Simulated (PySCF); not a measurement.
# Constants of NaAl, step by step

State: ¹Σ⁺, singlet, closed shell. De refers to Na + Al. RHF-based CCSD(T) in PySCF 2.14 with Na cc-pCVDZ, Al aug-cc-pV(D+d)Z and Na cc-pCVTZ, Al aug-cc-pV(T+d)Z (frozen core orbitals: 6; no relativity). Correlation energies are extrapolated as n⁻³ (n = 2, 3), Hartree–Fock as (n+1)·exp(−9√n). CV is the change on freezing 2 orbitals instead, in Na cc-pCVTZ, Al cc-pwCVTZ. SR is the spin-free X2C energy in Na cc-pCVTZ-DK, Al cc-pVTZ-DK less the non-relativistic one in Na cc-pCVTZ, Al cc-pVTZ.

| Level | Re (Å) | ωe (cm⁻¹) | ωexe (cm⁻¹) | αe (cm⁻¹) | De (eV) |
| --- | --- | --- | --- | --- | --- |
| CCSD(T)/DZ | 3.1978 | 179.0 | 1.01 | 0.00102 | 0.710 |
| CCSD(T)/TZ | 3.1432 | 187.8 | 0.988 | 0.00101 | 0.795 |
| HF/CBS | 3.2072 | 190.5 | 0.637 | 0.000765 | -0.137 |
| MP2/CBS | 3.1152 | 199.5 | 0.754 | 0.000851 | 0.646 |
| CCSD/CBS | 3.1224 | 194.5 | 0.895 | 0.000948 | 0.751 |
| CCSD(T)/CBS | 3.1226 | 191.1 | 0.979 | 0.00101 | 0.830 |
| CCSD(T)/CBS+CV | 3.1196 | 190.7 | 0.976 | 0.00101 | 0.827 |
| CCSD(T)/CBS+CV+SR | 3.1183 | 190.5 | 0.975 | 0.00101 | 0.826 |

How much is left between CCSD(T)/TZ and the basis-set limit, and how much do the triples give at the limit?

CCSD(T)/CBS less CCSD(T)/TZ: -20.6 mÅ in Re, +3.3 cm⁻¹ in ωe and +0.035 eV in De. CCSD(T)/CBS less CCSD/CBS: +0.2 mÅ in Re, -3.4 cm⁻¹ in ωe and +0.079 eV in De.

What do the later terms add?

CV: -3.0 mÅ in Re, -0.4 cm⁻¹ in ωe and -0.003 eV in De; SR: -1.3 mÅ in Re, -0.2 cm⁻¹ in ωe and -0.001 eV in De, each against the row above.

The T1 diagnostic is 0.013. The open-shell atoms are computed with UHF. Spin–orbit coupling, excitations beyond (T) and corrections to the Born–Oppenheimer picture are left out.

The whole job (state search and all basis sets along the bond) took about 8 min on 4 threads of Intel Xeon Platinum 8259CL @ 2.50GHz (shared host), peak memory 4.2 GiB.
